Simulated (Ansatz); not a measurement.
# CH₄Si₂ (SMILES C=[Si]=[SiH2]): single points off equilibrium

How do the functionals fare away from a minimum? The structure is a structure displaced at random from a GFN2-xTB minimum.

Program: Ansatz 0.2.0, Gaussian basis. Level of theory: single points in def2-TZVPP. These are calculated values, not measurements.

Cores are frozen in the correlated methods.

### Step 1. The starting structure

SMILES `C=[Si]=[SiH2]`, 7 atoms, charge 0, spin multiplicity 1.

Atoms are counted from 1 here; the program's logs count them from 0.

Bond lengths: C1–Si2 1.848 Å, C1–H4 1.049 Å, C1–H5 1.018 Å, Si2–Si3 2.211 Å, Si3–H6 1.539 Å, Si3–H7 1.486 Å. Angles: Si2–C1–H4 117.3°, Si2–C1–H5 124.5°, H4–C1–H5 116.3°, C1–Si2–Si3 134.9°, Si2–Si3–H6 112.3°, Si2–Si3–H7 119.0°, H6–Si3–H7 99.1°.

As a file:

```xyz
7
charge 0, multiplicity 1
C    -1.69890    0.14380   -0.93490
Si   -0.22420   -0.59870   -0.10460
Si    1.65340    0.20000    0.74600
H    -2.51590   -0.48790   -1.11960
H    -1.69460    1.03210   -1.43220
H     1.60380    0.30170    2.28080
H     2.90400   -0.59000    0.60190
```

### Step 2. CCSD(T)/def2-TZVPP

Contents of run/in.yaml:

```yaml
crystal:
  periodic: [false, false, false]
  atoms:
    - {symbol: C, position_ang: [-1.698900, 0.143800, -0.934900]}
    - {symbol: Si, position_ang: [-0.224200, -0.598700, -0.104600]}
    - {symbol: Si, position_ang: [1.653400, 0.200000, 0.746000]}
    - {symbol: H, position_ang: [-2.515900, -0.487900, -1.119600]}
    - {symbol: H, position_ang: [-1.694600, 1.032100, -1.432200]}
    - {symbol: H, position_ang: [1.603800, 0.301700, 2.280800]}
    - {symbol: H, position_ang: [2.904000, -0.590000, 0.601900]}
basis:
  gaussian: {orbitals: def2-TZVPP}
correlation: {method: ccsd_t}
output: {forces: true}
```

No record of the launch command was kept for these runs.

### Step 3. PBE0-D4/def2-TZVPP

Edit run/in.yaml of step 2 so:

```diff
@@ -12,3 +12,3 @@
   gaussian: {orbitals: def2-TZVPP}
-correlation: {method: ccsd_t}
-output: {forces: true}
+hamiltonian: {xc: pbe0, dispersion: d4}
+output: {forces: true, orbitals: {seedname: orbitals}}
```

### Step 4. wB97M-V/def2-TZVPP

Edit run/in.yaml of step 3 so:

```diff
@@ -12,3 +12,3 @@
   gaussian: {orbitals: def2-TZVPP}
-hamiltonian: {xc: pbe0, dispersion: d4}
-output: {forces: true, orbitals: {seedname: orbitals}}
+hamiltonian: {xc: {name: wB97M-V}}
+output: {forces: true}
```

### Step 5. r2SCAN-D4/def2-TZVPP

Edit run/in.yaml of step 4 so:

```diff
@@ -12,3 +12,3 @@
   gaussian: {orbitals: def2-TZVPP}
-hamiltonian: {xc: {name: wB97M-V}}
+hamiltonian: {xc: r2scan, dispersion: d4}
 output: {forces: true}
```

### Step 6. PBE-D4/def2-TZVPP

Edit run/in.yaml of step 5 so:

```diff
@@ -12,3 +12,3 @@
   gaussian: {orbitals: def2-TZVPP}
-hamiltonian: {xc: r2scan, dispersion: d4}
+hamiltonian: {xc: pbe, dispersion: d4}
 output: {forces: true}
```

### Step 7. BHLYP-D4/def2-TZVPP

Edit run/in.yaml of step 6 so:

```diff
@@ -12,3 +12,3 @@
   gaussian: {orbitals: def2-TZVPP}
-hamiltonian: {xc: pbe, dispersion: d4}
+hamiltonian: {xc: {name: BHLYP}, dispersion: d4}
 output: {forces: true}
```

### Step 8. r2SCANh-D4/def2-TZVPP

Edit run/in.yaml of step 7 so:

```diff
@@ -12,3 +12,3 @@
   gaussian: {orbitals: def2-TZVPP}
-hamiltonian: {xc: {name: BHLYP}, dispersion: d4}
+hamiltonian: {xc: {name: r2SCANh}, dispersion: d4}
 output: {forces: true}
```

(Steps that only read results are left out.)

What does the calculation give? Wanted: energy less free atoms, CCSD(T)/def2-TZVPP; RMS force component; RMS force error; HOMO and LUMO, PBE0-D4; T1 diagnostic.

As calculated:

| quantity | value |
| --- | --- |
| energy less free atoms, CCSD(T)/def2-TZVPP | -21.169 eV |
| RMS force component | 1.434 to 1.630 eV/Å over the methods |
| RMS force error | PBE0-D4 0.202, wB97M-V 0.262, r2SCAN-D4 0.151, PBE-D4 0.177, BHLYP-D4 0.292, r2SCANh-D4 0.179 eV/Å |
| HOMO and LUMO, PBE0-D4 | -6.48 and -3.02 eV |
| T1 diagnostic | 0.022 |

**Reading.** Against CCSD(T) the functionals' energies less atoms differ by -0.963 to +0.246 eV, PBE-D4 by -0.963 eV. The reference is not at the basis limit: in triple zeta CCSD(T) underbinds, which counts against methods that bind more; the gaps are no ranking. The forces of r2SCAN-D4 come nearest to CCSD(T), those of BHLYP-D4 are farthest. Frozen-core CCSD(T) forces in triple zeta carry basis errors of their own, and this is one geometry, so small gaps rank nothing. The restricted Hartree–Fock reference is unstable towards an unrestricted one at one or more of these structures.
